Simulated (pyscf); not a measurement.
PySCF, gas phase, ωB97X-D3(BJ)/def2-SVP geometries.

### Question
H₂N–BH–SiH₃ + H₂ -> H₂B–NH₂ + SiH₄
Surface: singlet. Broken: B–Si, H–H. Formed: B–H, H–Si. Give ΔE‡ and ΔE from ωB97X-D3(BJ)/def2-TZVP, relative to the separated reactants.

### Answer
ΔE‡ = 29.8 kcal/mol, ΔE = -7.6 kcal/mol. ωB97M-D3(BJ)/def2-TZVP gives 28.9 kcal/mol and -10.0 kcal/mol. Zero-point energy shifts the barrier by +3.3 kcal/mol. It is a four-centre exchange, with an imaginary mode of 949i cm⁻¹. At the saddle there is also a short B–H contact that neither side keeps. H₂N–BH–SiH₃ lies 13.2 kcal/mol over its isomer H₂B–NH–SiH₃ (electronic energy, ωB97M-D3(BJ)/def2-TZVP). This is the saddle that the search found; another between the same sides may lie lower.
